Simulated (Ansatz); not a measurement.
We consider fcc Ir, described by HSE06-D3(BJ) (Ansatz, a quantum-chemistry and plane-wave program, PAW).

Run with plane-wave cutoff 460 eV, 14×14×14 k mesh, Fermi–Dirac smearing 0.05 eV, no spin polarisation, scalar-relativistic PAW data made under PBE.

Computed points:

```tsv
V (Å³/atom)	E − E_lowest (meV/atom)	P (GPa)
12.910	50.54	25.29
13.250	11.69	11.69
13.528	0.00	1.98
13.929	10.63	-10.10
14.127	26.33	-15.30
```

Task: Estimate the bulk modulus and its pressure derivative from these points.

Result: V0 = 13.589 Å³/atom, B0 = 434 GPa, B′ = 5.0 (fit to the energies at full precision).

Measured, for comparison: bulk modulus 365 GPa (corrected for temperature and zero-point phonon effects; as tabulated in Levämäki et al. (2014), arXiv:1402.3671); equilibrium volume per atom 14.06 Å³/atom (static lattice: zero-point anharmonic expansion removed; as tabulated in Mejia-Rodriguez and Trickey (2018), arXiv:1807.09216). Computed (rounded) less measured: bulk modulus +19 %, equilibrium volume per atom -3.3 %.

Spin–orbit coupling is not included.

Static lattice: no zero-point or thermal effects.

Computing time: around 9 core-minutes (rough).
